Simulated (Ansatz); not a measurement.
**C3H4: ionisation energy by level of theory**

One table from this session's results is given with a row withheld; the runs are named, their logs left out.

Computed with Ansatz 0.2.0, Gaussian basis. Level: unrestricted cation, the program's frozen cores in correlated methods.

Levels to be run: UKS PBE-D4/def2-TZVPP; UKS r2SCAN-D4/def2-TZVPP; UKS PBE0-D4/def2-TZVPP; UKS B3LYP-D4/def2-TZVPP; UKS wB97X-V/def2-TZVPP; UKS wB97M-V/def2-TZVPP; UKS B2PLYP/def2-TZVPP; UHF-CCSD(T)/def2-TZVPP; UHF-MP2/def2-QZVPP; extrapolation to the limit; then −ε(HOMO) from the neutral's earlier runs with LDA (SPW92), PBE-D4, revPBE-D4, BLYP-D4, r2SCAN-D4, B97M-V, PBE0-D4, B3LYP-D4, r2SCANh-D4, r2SCAN0-D4, HSE06-D4, BHLYP-D4, CAM-B3LYP-D4, LC-ωPBE, ωB97X-V, ωB97M-V.

1 further run of the same task is left out (it didn't finish).

**Structure used throughout**

All runs share one geometry, relaxed beforehand with PBE0-D4 in a triple-zeta def2 set.

SMILES `C#CC`, 7 atoms, charge 0, spin multiplicity 1.

Atoms are counted from 1 here; the program's logs count them from 0.

Bond lengths: C1–C2 1.200 Å, C1–H4 1.064 Å, C2–C3 1.449 Å, C3–H5 1.093 Å, C3–H6 1.093 Å, C3–H7 1.093 Å. Angles: C2–C1–H4 180.0°, C1–C2–C3 180.0°, C2–C3–H5 110.9°, C2–C3–H6 110.9°, C2–C3–H7 110.9°, H5–C3–H6 108.0°, H5–C3–H7 108.0°, H6–C3–H7 108.0°.

Geometry (Å):

```
C    -1.3387   -0.6795   -0.7979
C    -0.3878   -0.2068   -0.2394
C     0.7610    0.3642    0.4353
H    -2.1819   -1.0987   -1.2932
H     1.2680    1.0895   -0.2054
H     0.4594    0.8757    1.3523
H     1.4813   -0.4125    0.7026
```

The first run:

in.yaml

```yaml
crystal:
  periodic: [false, false, false]
  atoms:
    - {symbol: C, position_ang: [-1.338730, -0.679538, -0.797920]}
    - {symbol: C, position_ang: [-0.387756, -0.206806, -0.239357]}
    - {symbol: C, position_ang: [0.760967, 0.364169, 0.435282]}
    - {symbol: H, position_ang: [-2.181948, -1.098679, -1.293233]}
    - {symbol: H, position_ang: [1.267987, 1.089453, -0.205408]}
    - {symbol: H, position_ang: [0.459403, 0.875738, 1.352314]}
    - {symbol: H, position_ang: [1.481278, -0.412537, 0.702622]}
basis:
  gaussian: {orbitals: def2-TZVPP}
total_charge: 1
magnetization: {spin_polarized: true, initial_magnetization: 1}
hamiltonian: {xc: pbe, dispersion: d4}
```

Launch:

```
$ ansatz run in.yaml --threads 2 --pin off --events-out ev --progress --plain --max-ram 4352MiB
```

Among the steps run: Cation, UKS PBE-D4/def2-TZVPP; Cation, UKS r2SCAN-D4/def2-TZVPP; Cation, UKS PBE0-D4/def2-TZVPP; Cation, UKS B3LYP-D4/def2-TZVPP; Cation, UKS wB97X-V/def2-TZVPP; Cation, UKS wB97M-V/def2-TZVPP; Cation, UKS B2PLYP (frozen core)/def2-TZVPP; Cation, UHF-CCSD(T)/def2-TZVPP; Cation, UHF-MP2/def2-QZVPP.

One table of the session follows, with a row left open; its other results are not shown here.

Orbital estimates, from the neutral's runs:

| functional | −ε(HOMO) (eV) |
| --- | --- |
| LDA (SPW92) | 6.64 |
| PBE-D4 | 6.49 |
| revPBE-D4 | 6.43 |
| BLYP-D4 | 6.34 |
| r2SCAN-D4 | 6.70 |
| B97M-V | 6.69 |
| PBE0-D4 | 7.72 |
| B3LYP-D4 | 7.49 |
| r2SCANh-D4 | 7.17 |
| r2SCAN0-D4 | 7.87 |
| HSE06-D4 | 7.31 |
| BHLYP-D4 | 8.81 |
| CAM-B3LYP-D4 | ? |
| LC-ωPBE | 10.55 |
| ωB97X-V | 10.13 |
| ωB97M-V | 10.01 |

Estimate the missing values for CAM-B3LYP-D4.

**Answer.** −ε(HOMO) (eV): 9.10. In the column «−ε(HOMO) (eV)» it lies between BHLYP-D4 (8.81) and ωB97M-V (10.01).
